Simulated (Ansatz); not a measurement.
Write a Python script for Ansatz's Python interface that makes a single point in a Gaussian basis of C₂H₅FOS, SMILES COC(F)S. Use: r2SCAN, 6-31G* basis, multiplicity 1, D3BJ dispersion.

`energy_c2h5fos.py`
```python
"""Single point of C2H5FOS."""

import sys

import ansatz as az
import numpy as np
from rdkit import Chem
from rdkit.Chem import AllChem

BASIS = "6-31G*"
XC = "r2scan"
VDW = "d3bj"


def main() -> None:
    # start geometry from RDKit
    rd = Chem.AddHs(Chem.MolFromSmiles("COC(F)S"))
    AllChem.EmbedMolecule(rd, randomSeed=574)
    AllChem.UFFOptimizeMolecule(rd)
    mol = az.Crystal.molecule()
    for atom, xyz in zip(rd.GetAtoms(), rd.GetConformer().GetPositions()):
        mol = mol.atom(atom.GetSymbol(), xyz.round(5).tolist())

    job = mol.calculation()
    job = job.basis(gaussian=BASIS)
    job = job.functional(XC, dispersion=VDW).forces()
    try:
        summary = job.run(threads=1, backend="cpu").report
    except az.AnsatzError as error:
        sys.exit(f"{type(error).__name__}: {error}")

    print("reference energy %16.6f eV" % summary["reference_energy_ev"])
    print("total energy     %16.6f eV" % summary["free_energy_ev"])
    print("occupied orbitals outside the frozen core (up, down):", summary["n_occupied"], " frozen:", summary["n_frozen"], " virtual:", summary["n_virtual"])

    symbols = [site.symbol for site in mol.cartesian_sites]
    forces = np.array(summary["forces_ev_ang"])
    print("largest force", round(float(np.linalg.norm(forces, axis=1).max()), 4), "eV/A, rms", round(float(np.sqrt((forces ** 2).mean())), 4))

    charges = summary["charge_distribution"]
    dipole = np.array(charges["dipole_moment_e_ang"]) * 4.803205
    print("dipole (D): {:.3f} {:.3f} {:.3f}, length {:.3f}".format(*dipole, np.linalg.norm(dipole)))
    print("atom  Mulliken   Lowdin")
    for symbol, m, l in zip(symbols, charges["mulliken_charges_e"], charges["lowdin_charges_e"]):
        print(f"{symbol:4s} {m:9.3f} {l:8.3f}")


if __name__ == "__main__":
    main()
```

`python energy_c2h5fos.py` gives:
```text
DeckWarning: the engine holds no damping parameters fitted to this dispersion correction and functional, so the run takes those fitted to r2scan beside the three-body term, which d3bj leaves out (hamiltonian.dispersion, under Limitations)
reference energy    -17749.132539 eV
total energy        -17749.183217 eV
occupied orbitals outside the frozen core (up, down): [25, 25]  frozen: 0  virtual: [64, 64]
largest force 1.3595 eV/A, rms 0.5373
dipole (D): 1.569 1.751 -1.664, length 2.881
atom  Mulliken   Lowdin
C       -0.290   -0.231
O       -0.427   -0.125
C        0.231   -0.194
F       -0.285   -0.031
S       -0.048    0.052
H        0.158    0.104
H        0.196    0.123
H        0.181    0.113
H        0.167    0.108
H        0.116    0.080
```
(Warnings from the package without file and line.)

Caveats:
- Total energies depend on the basis set; only differences at equal settings carry meaning.
- The geometry is a force-field or estimated start, not a minimum of this method, and the basis set is short of its limit.
- The Löwdin charges here are taken after orthogonalising the functions within each atom; they differ from plain Löwdin charges, and their signs can be unphysical.
- Total less reference energy is the dispersion correction.
- A dispersion term here runs with damping parameters fitted for another variant or functional.
- It ran for 6.3 s on 1 thread of Arm Neoverse V1, on a shared host, peak memory 0.26 GiB.
